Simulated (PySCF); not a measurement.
**Orbital picture of CCl⁺**

r²SCANh at R = 1.546 Å; PySCF, no relativity, basis sets C cc-pVDZ, Cl cc-pV(D+d)Z. State: ¹Σ⁺ (singlet), closed shell. Only the outer orbitals are listed, counted within each symmetry.

```json
{"orbital": "5σ", "occ.": "2", "ε (eV)": "-35.48", "on C (%)": "25", "main shells (%)": "69 Cl s, 16 C s, 8 C p"}
{"orbital": "6σ", "occ.": "2", "ε (eV)": "-25.55", "on C (%)": "34", "main shells (%)": "38 Cl p, 32 C s, 27 Cl s"}
{"orbital": "2π", "occ.": "2", "ε (eV)": "-20.27", "on C (%)": "20", "main shells (%)": "79 Cl p, 19 C p"}
{"orbital": "2π", "occ.": "2", "ε (eV)": "-20.27", "on C (%)": "20", "main shells (%)": "79 Cl p, 19 C p"}
{"orbital": "7σ", "occ.": "2", "ε (eV)": "-18.10", "on C (%)": "82", "main shells (%)": "47 C s, 35 C p, 18 Cl p"}
{"orbital": "3π", "occ.": "0", "ε (eV)": "-12.37", "on C (%)": "76", "main shells (%)": "77 C p, 20 Cl p"}
{"orbital": "3π", "occ.": "0", "ε (eV)": "-12.37", "on C (%)": "76", "main shells (%)": "77 C p, 20 Cl p"}
{"orbital": "8σ", "occ.": "0", "ε (eV)": "-6.15", "on C (%)": "34", "main shells (%)": "42 Cl p, 35 C p, 22 Cl d"}
```

Q: Which are the highest filled and the lowest empty level, where do they sit, and how wide is the gap?

A: Highest filled 7σ at -18.10 eV (in %: 47 C s, 35 C p, 18 Cl p); lowest empty 3π at -12.37 eV (in %: 77 C p, 20 Cl p); the gap at r²SCANh is 5.73 eV.

The bond order (Mayer) is 2.11 and the ⟨S²⟩ is 0.000. The charge on C (Mulliken, basis-dependent) is 0.36. The charge on C (Löwdin, basis-dependent) is 0.19. The dipole moment (positive dipole points towards Cl; it is taken about the centre of mass and depends on that origin) is 0.04 D.
